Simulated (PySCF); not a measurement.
Compound: acetyl chloride, C₂H₃ClO.
InChI=1S/C2H3ClO/c1-2(3)4/h1H3

The closed-shell ground state was solved at several levels (PySCF, density fitting, gas phase, non-relativistic). Isolated species at its PBE0-D3(BJ)/def2-SVP geometry, gas phase.

| level | basis functions | total energy (Eh) | HOMO (eV) | LUMO (eV) | gap (eV) | dipole (D) |
| --- | --- | --- | --- | --- | --- | --- |
| HF/pcSseg-2 | 193 | -611.9236 | -12.38 | 2.50 | 14.88 | 3.14 |
| PBE/pcSseg-2 | 193 | -613.1750 | -7.12 | -2.24 | 4.88 | 2.76 |
| KT2/pcSseg-2 | 193 | -619.3805 | -7.26 | -2.16 | 5.10 | 2.79 |
| BLYP/pcSseg-2 | 193 | -613.4981 | -7.01 | -2.12 | 4.89 | 2.76 |
| LDA/pcSseg-2 | 193 | -610.8054 | -7.29 | -2.48 | 4.81 | 2.84 |
| B3LYP/pcSseg-2 | 193 | -613.5558 | -8.39 | -1.38 | 7.01 | 2.86 |
| KT3/pcSseg-2 | 193 | -618.8686 | -7.28 | -2.17 | 5.11 | 2.76 |
| mPW1PW91/pcSseg-2 | 193 | -613.5166 | -8.67 | -1.12 | 7.55 | 2.87 |
| OPBE/pcSseg-2 | 193 | -613.4456 | -7.10 | -2.14 | 4.96 | 2.75 |

**Question.** Estimate the row for B97-D/pcSseg-2, a basis of 193 functions; the other rows only guide the guess.

**Answer.** Total energy -613.4625 Eh, HOMO -7.14 eV, LUMO -2.14 eV, gap 5.00 eV, dipole 2.78 D.

**Question.** Over all these levels, which gives the widest orbital gap and which the narrowest?

**Answer.** HF/pcSseg-2 (Hartree–Fock, all exact exchange) has the widest, 14.88 eV, and LDA/pcSseg-2 (LDA) the narrowest, 4.81 eV. From the narrowest to the widest the HOMO moves by -5.09 eV and the LUMO by +4.98 eV.

**Question.** In the pcSseg-2 basis, how does the gap go with the fixed share of exact exchange?

**Answer.** LDA (0 %) 4.81 eV; PBE (0 %) 4.88 eV; BLYP (0 %) 4.89 eV; OPBE (0 %) 4.96 eV; B97-D (0 %) 5.00 eV; KT2 (0 %) 5.10 eV; KT3 (0 %) 5.11 eV; B3LYP (20 %) 7.01 eV; mPW1PW91 (25 %) 7.55 eV; HF (100 %) 14.88 eV. Each rise in the share widens the gap here.

**Question.** How far do the dipole and the HOMO energy spread over the levels?

**Answer.** The dipole runs from 2.75 to 3.14 D (mean 2.83 D) and the HOMO from -12.38 to -7.01 eV.

Note: B97-D ran without an empirical dispersion term, which enters the total energy and its gradient alone.
